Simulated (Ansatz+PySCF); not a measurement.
The numbers below are computed, except where a source is named.
## Ansatz (development build ahead of 0.2.0) run

```yaml
crystal:
  periodic: [false, false, false]
  atoms:
    - { symbol: S, position_ang: [0.0, 0.0, 0.0] }
    - { symbol: S, position_ang: [1.26828, 1.69104, 3.66121] }
basis:
  gaussian: { orbitals: STO-3G }
total_charge: -1
magnetization:
  initial_magnetization: 1
hamiltonian:
  xc: hf
correlation:
  method: fci
  frozen_orbitals: { S: 5 }
```

The input is written out in the form of the current development build from the run's settings.

The run gave:

```
Converged    : yes
Total energy : -786.00820 hartree
State        : lowest doublet root, of any spatial symmetry
```

Caution: no diffuse functions for an anion.
